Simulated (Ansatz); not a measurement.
A made-up structure of CH$_{3}$Al$_{2}$, doublet:

C1  (-0.309, -0.104, -0.365)
Al2  (0.711, -1.818, -0.548)
Al3  (-0.398, 0.513, 1.141)
H4  (-1.375, -0.097, -0.649)
H5  (0.291, 0.640, -1.082)
H6  (1.079, 0.866, 1.503)
(Å)

It is relaxed with PBE-D4/def2-SVP and then PBE0-D4/def2-TZVP (Ansatz 0.2.0). Atoms count as bonded within 1.22 times the sum of their covalent radii (H–H: 0.88 Å). The end point is not checked to be a true minimum.

Problem. Does its bonding change? (A judgement: the text doesn't fix the answer.)

Solution. By the calculation: No: no bond forms or breaks.

Where it ends: The first stage lowers the energy by 1.68 eV in 7 steps. It ends as CH₃Al₂ ([Al][CH2][AlH]):
C1  (-0.322, -0.169, -0.440)
Al2  (0.546, -1.908, -0.822)
Al3  (-0.274, 0.661, 1.318)
H4  (-1.352, -0.246, -0.817)
H5  (0.235, 0.525, -1.098)
H6  (1.167, 1.138, 1.859)
(Å)

Labels in which every atom is bracketed show which atoms are joined, not bond orders.

For scale, one of the runs: PBE0-D4/def2-TZVP relaxation, 123 basis functions, launched by `ansatz run in.yaml --threads 2 --pin off --events-out ev --progress --plain --max-ram 4352MiB`. The run took about 38 s on 2 CPU threads of an Arm Neoverse V2 (shared host).
